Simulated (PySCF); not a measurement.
# HCl at other levels of theory

Starting from one script, swap the method and compare what comes out for HCl.

The runs use PySCF 2.14.0; method and basis as typed in the scripts.

6 further runs of the same task are left out: 6 that didn't finish.

## (1) Starting geometry

HCl: 2 atoms, charge 0, spin multiplicity 1.

Bond lengths: H1–Cl2 1.226 Å.

## (2) Base script

input.py reads:

```python
from pyscf import gto, scf, cc

mol = gto.M(
    atom='H 0 0 0; Cl 0 0 1.226',
    basis='cc-pvtz-dk',
    charge=0,
    spin=0,
    symmetry=True,
    verbose=4,
)
mf = scf.RHF(mol)
mf = mf.sfx2c1e()
mf.kernel()
mycc = cc.CCSD(mf, frozen=5)
mycc.kernel()
e = mycc.ipccsd(nroots=6)[0]
print('roots (eV) =', (e*27.211386).round(3))
mf.dip_moment()
print('orbital energies (hartree):', mf.mo_energy[..., max(0, mol.nelec[1]-3):mol.nelec[0]+3].round(4))
```

On the command line:

```console
$ OMP_NUM_THREADS=1 python input.py
```

## (3) Frequency run

Edit 1 changes step after the SCF: eomip → frequency.

input.py reads:

```python
from pyscf import gto, scf
from pyscf.hessian import thermo

mol = gto.M(
    atom='H 0 0 0; Cl 0 0 1.226',
    basis='cc-pvtz-dk',
    charge=0,
    spin=0,
    symmetry=True,
    verbose=4,
)
mf = scf.RHF(mol)
mf = mf.sfx2c1e()
mf.kernel()
hess = mf.Hessian().kernel()
print('wavenumber (cm^-1) =', thermo.harmonic_analysis(mol, hess)['freq_wavenumber'].round(1))
mf.dip_moment()
print('orbital energies (hartree):', mf.mo_energy[..., max(0, mol.nelec[1]-3):mol.nelec[0]+3].round(4))
```

## (4) CCSD(T)

Edit 2 changes step after the SCF: eomip → ccsd(t).

Changes to input.py since step 2:

```diff
@@ -15,4 +15,3 @@
 mycc.kernel()
-e = mycc.ipccsd(nroots=6)[0]
-print('roots (eV) =', (e*27.211386).round(3))
+mycc.ccsd_t()
 mf.dip_moment()
```

## (5) Gradient

Edit 3 changes step after the SCF: eomip → gradient.

Changes to input.py since step 2:

```diff
@@ -1,2 +1,2 @@
-from pyscf import gto, scf, cc
+from pyscf import gto, scf
 
@@ -13,6 +13,3 @@
 mf.kernel()
-mycc = cc.CCSD(mf, frozen=5)
-mycc.kernel()
-e = mycc.ipccsd(nroots=6)[0]
-print('roots (eV) =', (e*27.211386).round(3))
+mf.nuc_grad_method().kernel()
 mf.dip_moment()
```

## (6) NEVPT2

Edit 4 changes step after the SCF: eomip → nevpt2; active space: none → 8 electrons in 8 orbitals.

input.py reads:

```python
from pyscf import gto, scf, mcscf, mrpt

mol = gto.M(
    atom='H 0 0 0; Cl 0 0 1.226',
    basis='cc-pvtz-dk',
    charge=0,
    spin=0,
    symmetry=True,
    verbose=4,
)
mf = scf.RHF(mol)
mf = mf.sfx2c1e()
mf.kernel()
mc = mcscf.CASSCF(mf, 8, 8)
mc.kernel()
mc.analyze()
mrpt.NEVPT(mc).kernel()
mf.dip_moment()
print('orbital energies (hartree):', mf.mo_energy[..., max(0, mol.nelec[1]-3):mol.nelec[0]+3].round(4))
```

## (7) Number of roots 15

Edit 5 changes number of roots: 6 → 15.

Changes to input.py since step 2:

```diff
@@ -15,3 +15,3 @@
 mycc.kernel()
-e = mycc.ipccsd(nroots=6)[0]
+e = mycc.ipccsd(nroots=15)[0]
 print('roots (eV) =', (e*27.211386).round(3))
```

Before running it: what results should come out? Wanted: for each run, E(SCF); from base; gap; SCF dipole; after the SCF.

As calculated:

```tsv
run	E(SCF) (hartree)	from base (eV)	cycles	gap (eV)	SCF dipole (D)	after the SCF
base	-461.514500	0	8	16.57	1.20	CCSD correlation -6.052 eV, core frozen, first root 12.69 eV
frequency run	-461.514500	0.0000	8	16.57	1.20	highest mode 3494 cm⁻¹
CCSD(T)	-461.514500	0.0000	8	16.57	1.20	CCSD(T) correlation -6.257 eV, core frozen
gradient	-461.514500	0.0000	8	16.57	1.20	n/a
NEVPT2	-461.514500	0.0000	8	16.57	1.20	NEVPT2 correlation -6.359 eV (from the SCF energy, the CASSCF gain included)
number of roots 15	-461.514500	0.0000	8	16.57	1.20	CCSD correlation -6.052 eV, core frozen, first root 12.69 eV
```

What this shows: The dearest run is “frequency run”, at 4.3 s against 1.2 s.
